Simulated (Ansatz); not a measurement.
One starting cell of Nb (a randomly generated symmetric cell of Nb (space group No. 139)) was relaxed twice with Ansatz (plane waves, PAW, scalar-relativistic): with r2SCAN at 500 eV and with PBE at 420 eV. The r2SCAN result:

Nb has the cubic space group Im-3m (No. 229), the bcc (W type) structure, Pearson symbol cI2. Cell: a = b = c = 3.3027 Å, α = β = γ = 90.00°. Nb on 2a is coordinated by 8 Nb at 2.860 Å and 6 Nb at 3.303 Å. (Neighbours: up to the widest gap in distance over summed covalent radii, below 1.35, at either atom.)
(The calculation used a cell of 1 atom; values per cell refer to that cell.)

```
quantity                          r2SCAN    PBE
--------------------------------  ------  -----
space group                        Im-3m  Im-3m
volume (Å³/atom)                   18.01      ?
a (Å)                              3.303      ?
gap (eV, no spin-orbit coupling)    0.00      ?
```

Task: Fill in the PBE column.

Result: 
- volume (Å³/atom), PBE: 18.13
- a (Å), PBE: 3.310
- gap (eV, no spin-orbit coupling), PBE: 0.00

Both levels end in the same structure; PBE's volume is 0.6 % larger. Neither column is exact.

No spin polarisation in the result.

Measured for Nb: a 3.294 Å (static lattice; corrected from measurement; as listed in Daniel Mejia-Rodriguez, S. B. Trickey, Phys. Rev. B (2018)). Computed minus measured — a: r2SCAN +0.3 %, PBE +0.5 %. The computed values are for a static lattice.

The run could not lose the symmetry of its start; a randomly shaken copy of 2 atoms returns to this structure.

Ansatz is a quantum-chemistry and plane-wave program.
